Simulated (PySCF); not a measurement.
## Computed NMR parameters against published values

Atoms are numbered as in `[cH:1]1[cH:2][cH:3][cH:4][cH:5][cH:6]1`. Each H is labelled by its parent atom.

What is known from experiment: δ 1H H(C1)/H(C2)/H(C3)/H(C4)/H(C5)/H(C6) 7.26; H(C1)/H(C2)/H(C3)/H(C4)/H(C5)/H(C6) 7.26 ppm (measured; solution, CCl4; Shapiro, Mohrmann, J. Phys. Chem. Ref. Data 1977, 6, 919).
δ 13C C1/C2/C3/C4/C5/C6 128.7; δ 1H H(C1)/H(C2)/H(C3)/H(C4)/H(C5)/H(C6) 7.35 ppm (measured; solution, CD2Cl2, 298 K; Fulmer et al., Organometallics 2010, 29, 2176). Coupling constants: 1J(C1,H(C1)) 159.0 Hz, 1J(C1,H(C1)) 157.7 Hz, 1J(C1,C2) 56.2 Hz, 1J(C1,C2) 55.8 Hz, 2J(C1,C3) -2.5 Hz, 3J(C1,C4) 10.1 Hz, 1J(C1,H(C1)) 158.3 Hz, 2J(C1,H(C2)) 1.0 Hz, 3J(C1,H(C3)) 7.6 Hz, 4J(C1,H(C4)) -1.2 Hz.

Computed data (PySCF): B3LYP/pcJ-2 coupling constants (without the spin–dipole term), structure optimised with PBE0-D3(BJ)/def2-TZVP, GIAO B97-2/pcSseg-2 shieldings. One conformer, in vacuum, fast rotation and ring inversion assumed for equivalent nuclei, relativity neglected.

**Question.** What does the calculation give, and how does it compare?

**Answer.** 
Reference values: measured (solution, CCl4; Shapiro, Mohrmann, J. Phys. Chem. Ref. Data 1977, 6, 919).
```json
{"atoms": "H(C1)/H(C2)/H(C3)/H(C4)/H(C5)/H(C6)", "quantity": "δ 1H", "reference": "7.26", "computed": "7.65", "computed, scaled": "7.33"}
{"atoms": "H(C1)/H(C2)/H(C3)/H(C4)/H(C5)/H(C6)", "quantity": "δ 1H", "reference": "7.26", "computed": "7.65", "computed, scaled": "7.33"}
```

Reference values: measured (solution, CD2Cl2, 298 K; Fulmer et al., Organometallics 2010, 29, 2176).
```json
{"atoms": "C1/C2/C3/C4/C5/C6", "quantity": "δ 13C", "reference": "128.7", "computed": "135.1", "computed, scaled": "128.4"}
{"atoms": "H(C1)/H(C2)/H(C3)/H(C4)/H(C5)/H(C6)", "quantity": "δ 1H", "reference": "7.35", "computed": "7.65", "computed, scaled": "7.33"}
```

Computed shifts are σ(ref) − σ with the named reference compound (TMS for H and C) calculated as an isolated molecule at the same level. The measured values may be among those fitted. Empirical linear scaling, fitted to shifts measured mostly in CDCl3 for H and C (δ vs TMS): 1H: δ = 29.89 − 0.940σ (rms 0.14 ppm, 403 shifts, 0.16 ppm with the 5 outliers that the fit left out); 13C: δ = 176.90 − 0.966σ (rms 2.0 ppm, 686 shifts, 2.1 ppm with the 3 outliers that the fit left out). A few per cent of atoms miss by over 2 rms, more outside the fitted compound classes.

Coupling constants in Hz:
| coupling | reference | computed | source |
| --- | --- | --- | --- |
| 1J(C1,H(C1)) | 159.0 | 164.4 | measured; liquid or solution (compiled); Buevich, Sauri, Parella, De Tommasi, Bifulco, Williamson, Martin, Chem. Commun. 2019 (ESI) |
| 1J(C1,H(C1)) | 157.7 | 164.4 | measured; liquid or solution (compiled); Cremer, Kraka, Wu, Luettke, ChemPhysChem 2004, 5, 349 |
| 1J(C1,C2) | 56.2 | 57.9 | measured; liquid or solution (compiled); Cremer, Kraka, Wu, Luettke, ChemPhysChem 2004, 5, 349 |
| 1J(C1,C2) | 55.8 | 57.9 | measured; Green and Yates, arXiv:1403.0524 (values compiled by Lantto, Vaara, Helgaker 2002) |
| 2J(C1,C3) | -2.5 | -0.8 | measured; Green and Yates, arXiv:1403.0524 (values compiled by Lantto, Vaara, Helgaker 2002) |
| 3J(C1,C4) | 10.1 | 9.2 | measured; Green and Yates, arXiv:1403.0524 (values compiled by Lantto, Vaara, Helgaker 2002) |
| 1J(C1,H(C1)) | 158.3 | 164.4 | measured; Green and Yates, arXiv:1403.0524 (values compiled by Lantto, Vaara, Helgaker 2002) |
| 2J(C1,H(C2)) | 1.0 | 1.8 | measured; Green and Yates, arXiv:1403.0524 (values compiled by Lantto, Vaara, Helgaker 2002) |
| 3J(C1,H(C3)) | 7.6 | 8.1 | measured; Green and Yates, arXiv:1403.0524 (values compiled by Lantto, Vaara, Helgaker 2002) |
| 4J(C1,H(C4)) | -1.2 | -1.3 | measured; Green and Yates, arXiv:1403.0524 (values compiled by Lantto, Vaara, Helgaker 2002) |

**Question.** How far are the unscaled 1H shifts from the references?

**Answer.** Mean signed difference +0.36 ppm, mean absolute 0.36 ppm over 3 comparisons; the largest is +0.39 ppm at H(C1)/H(C2)/H(C3)/H(C4)/H(C5)/H(C6) (hydrogen on an aromatic CH).

14 of the 65 published NMR values on file for this molecule are compared. The rest: values from further sources or solvents, protons in aromatic solvents, values whose atom or origin is in doubt.
